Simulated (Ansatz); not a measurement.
System: C$_{4}$H$_{9}$ (charge -1, singlet). It need not be the lowest isomer of its formula. Whether it binds its extra electron was not tested at this geometry. 
Coordinates optimised at B3LYP-D3(BJ)/def2-TZVP (Ansatz, an electronic-structure program):
```
C
C 1 1.5052
H 2 1.0985 1 112.46
H 2 1.0985 3 107.06 1 124.02
H 2 1.1370 3 105.63 4 112.25
C 1 1.5052 2 108.96 3 -60.14
H 6 1.0985 1 112.46 2 60.14
H 6 1.0985 7 107.06 1 -124.02
H 6 1.1370 7 105.63 8 -112.25
C 1 1.5052 2 108.96 3 -178.89
H 10 1.0985 1 112.46 2 -60.14
H 10 1.0985 11 107.06 1 124.02
H 10 1.1370 11 105.63 12 112.25
```
Charge -1, spin multiplicity 1.

Basis-set convergence of Hartree-Fock and CCSD correlation energies (hartree) with Ansatz. Correlated levels leave the core frozen unless marked. Spin-orbit coupling is left out. No relativistic terms. This anion needs diffuse functions, which these sets lack.

```json
[
 {"basis": "cc-pVDZ", "functions": "101", "E(HF)": "-156.60567", "E(corr, CCSD)": "-0.66060"},
 {"basis": "cc-pVTZ", "functions": "246", "E(HF)": "?", "E(corr, CCSD)": "?"}
]
```

**Question.** Fill in the missing entries.

**Answer.** 
- cc-pVTZ, E(HF): -156.65569
- cc-pVTZ, E(corr, CCSD): -0.78283
